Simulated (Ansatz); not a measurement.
hcp Ti, treated with LDA in Ansatz (plane waves, PAW).

Numerical settings: plane-wave cutoff 520 eV, 24×24×12 k mesh (along the axes of the cell as run), Fermi–Dirac smearing 0.05 eV, no spin polarisation, scalar-relativistic PAW data made under PBE.

Shape and atoms are relaxed at each volume.

Pressure at four volumes; x = ln(V/16.105 Å³). One pressure is withheld.

```tsv
V (Å³/atom)	x	P (GPa)
15.461	-0.0408	?
15.783	-0.0202	2.65
16.105	0.0000	0.00
16.749	0.0392	-4.64
```

Problem. Pass a parabola P(x) through the three rows shown, estimate the bulk modulus and its pressure derivative near zero pressure, and predict the withheld pressure.

Solution. Slopes between the rows: (0.00 − (2.65))/(0.0000 − (-0.0202)) = -131.19 and (-4.64 − (0.00))/(0.0392 − (0.0000)) = -118.37 GPa. Their difference over the span 0.0594 is c = 12.82/0.0594 = 215.8 GPa, so P(x) = 2.65 + (-131.19)(x − (-0.0202)) + 215.8 (x − (-0.0202))(x − (0.0000)). At the middle row B = −dP/dx = −[-131.19 + 215.8 × 0.0202] = 126.8 GPa, and B′ = dB/dP = 2c/B = 3.4. At x = -0.0408 the parabola gives 5.53 GPa; the run gives 5.55 GPa. The Birch–Murnaghan fit to the energies at all volumes has B0 = 127 GPa and B′ = 3.5.

Measured, for comparison: bulk modulus 108 GPa (zero-point energy and finite temperature contributions removed; as tabulated in doi:10.1021/acs.jctc.3c00612). Computed less measured: bulk modulus +18 %.

Ansatz is a program for electronic structure.
